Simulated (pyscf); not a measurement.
Thermochemistry of product channels of SiH₄ + Br• on the doublet surface, in eV, from ωB97M-D3(BJ)/def2-TZVP energies (ideal gas, 1 atm, RRHO with modes under 100 cm⁻¹ raised to 100, one conformer, R ln 2 for rigid chiral ones). PySCF, gas phase, ωB97X-D3(BJ)/def2-SVP geometries.

```tsv
products	ΔE	ΔH(298 K)	ΔG(298 K)	ΔG(600 K)
H₃Si–Br + H•	+0.04	-0.09	-0.10	-0.12
SiH₃• + HBr	___	+0.17	+0.05	-0.09
•H₂Si–Br + H₂	___	-0.59	-0.69	-0.79
```

**Question.** What belongs in the gaps?

**Answer.** 
- SiH₃• + HBr, ΔE: +0.25
- •H₂Si–Br + H₂, ΔE: -0.49

These are energies of the channels, which say nothing of barriers. Left out: orbital degeneracy and the spin-orbit lowering of Br, which is large for Br, Se, Te and I. Elements up to Kr have no core potential and no relativistic terms here.
